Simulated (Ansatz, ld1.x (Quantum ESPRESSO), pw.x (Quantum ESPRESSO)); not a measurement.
What a changed setting does to a pw.x run (bcc K)

Potential: PAW, ld1.x (Quantum ESPRESSO) 7.5, PBE; core [Ne], reference 3s2 3p6 4s1 4p0; waves: 3s (bound): rcut 1.95, rcutus 2.55 bohr; 4s (bound): rcut 1.95, rcutus 2.55 bohr; 3p (bound): rcut 2.00, rcutus 2.35 bohr; 4p (bound, empty): rcut 2.00, rcutus 2.35 bohr; 3d channel at 0.1 Ry: rc 2.50 bohr; local part: the d channel; core correction: Bessel-smoothed model core inside 2.40 bohr; augmentation: BESSEL, radius 2.10 bohr.

The reference run (k-mesh 9³, cutoffs 40/320 Ry, Fermi–Dirac 0.01 Ry, mixing_beta 0.4, conv_thr 1e-9, no spin) gives -0.02 GPa at 74.315 Å³/atom, where all-electron LAPW gives -0.01 GPa. This run, with its own iteration cap, changes k-mesh points per axis to 1, a wrong or extreme entry chosen on purpose.

```
&control
  calculation='scf', prefix='x', pseudo_dir='./', outdir='./tmp', tstress=.true., disk_io='none'
/
&system
  ibrav=0, nat=1, ntyp=1, ecutwfc=40, ecutrho=320, nbnd=12,
  occupations='smearing', smearing='fd', degauss=0.01
/
&electrons
  conv_thr=1e-09, mixing_beta=0.4, electron_maxstep=70
/
ATOMIC_SPECIES
K 1.0 K.UPF
CELL_PARAMETERS angstrom
  -2.64853366 2.64853366 2.64853366
  2.64853366 -2.64853366 2.64853366
  2.64853366 2.64853366 -2.64853366
ATOMIC_POSITIONS crystal
K 0.0000 0.0000 0.0000
K_POINTS automatic
1 1 1 0 0 0
```

```bash
pw.x < K.scf.in > K.scf.out
```

Question: How does the run end?

Answer: It converges in 24 iterations; the free energy moves by -1.34 eV/atom and the pressure by -0.84 GPa. The result is not a property of the crystal.

```
Message from routine setup:
     using ibrav=0 with symmetry is DISCOURAGED, use correct ibrav instead
     lattice parameter (alat)  =       8.6689  a.u.
     unit-cell volume          =     501.5025 (a.u.)^3
     number of electrons       =         9.00
     number of Kohn-Sham states=           12
     kinetic-energy cutoff     =      40.0000  Ry
     charge density cutoff     =     320.0000  Ry
     scf convergence threshold =      1.0E-09
     Exchange-correlation= SLA  PW   PBX  PBC
     number of k points=     1  Fermi-Dirac smearing, width (Ry)=  0.0100
     iteration #  1     ecut=    40.00 Ry     beta= 0.40
     total energy              =    -113.11144144 Ry
     estimated scf accuracy    <       0.00072467 Ry
     iteration #  2     ecut=    40.00 Ry     beta= 0.40
     total energy              =    -113.11147632 Ry
     estimated scf accuracy    <       0.00019616 Ry
     iteration #  3     ecut=    40.00 Ry     beta= 0.40
     total energy              =    -113.11153947 Ry
     estimated scf accuracy    <       0.00004370 Ry
     iteration #  4     ecut=    40.00 Ry     beta= 0.40
     total energy              =    -113.11162007 Ry
     estimated scf accuracy    <       0.00005267 Ry
     iteration #  5     ecut=    40.00 Ry     beta= 0.40
     total energy              =    -113.11145731 Ry
     estimated scf accuracy    <       0.00035189 Ry
     iteration #  6     ecut=    40.00 Ry     beta= 0.40
     total energy              =    -113.11155851 Ry
     estimated scf accuracy    <       0.00013803 Ry
     [... 12 iterations left out ...]
     iteration # 19     ecut=    40.00 Ry     beta= 0.40
     total energy              =    -113.11154472 Ry
     estimated scf accuracy    <       0.00000002 Ry
     iteration # 20     ecut=    40.00 Ry     beta= 0.40
     total energy              =    -113.11154473 Ry
     estimated scf accuracy    <       0.00000002 Ry
     iteration # 21     ecut=    40.00 Ry     beta= 0.40
     total energy              =    -113.11154473 Ry
     estimated scf accuracy    <          1.2E-09 Ry
     iteration # 22     ecut=    40.00 Ry     beta= 0.40
     total energy              =    -113.11154474 Ry
     estimated scf accuracy    <          3.9E-09 Ry
     iteration # 23     ecut=    40.00 Ry     beta= 0.40
     total energy              =    -113.11154473 Ry
     estimated scf accuracy    <          3.5E-09 Ry
     iteration # 24     ecut=    40.00 Ry     beta= 0.40
     the Fermi energy is    -0.3713 ev
!    total energy              =    -113.11154473 Ry
     estimated scf accuracy    <          8.0E-10 Ry
     smearing contrib. (-TS)   =      -0.01386294 Ry
     The total energy is F=E-TS. E is the sum of the following terms:
     one-electron contribution =     -36.29988962 Ry
     hartree contribution      =      19.32541330 Ry
     xc contribution           =      -8.50403050 Ry
     ewald contribution        =     -29.44832348 Ry
     one-center paw contrib.   =     -58.17085150 Ry
     convergence has been achieved in  24 iterations
          total   stress  (Ry/bohr**3)                   (kbar)     P=       -8.56
     Message from routine punch:
     Nothing written, as per user request (disk_io='none')
```

The run took about 4.8 s on one core of a shared host (Neoverse-V1, 32 threads, 247 GiB, load 12).
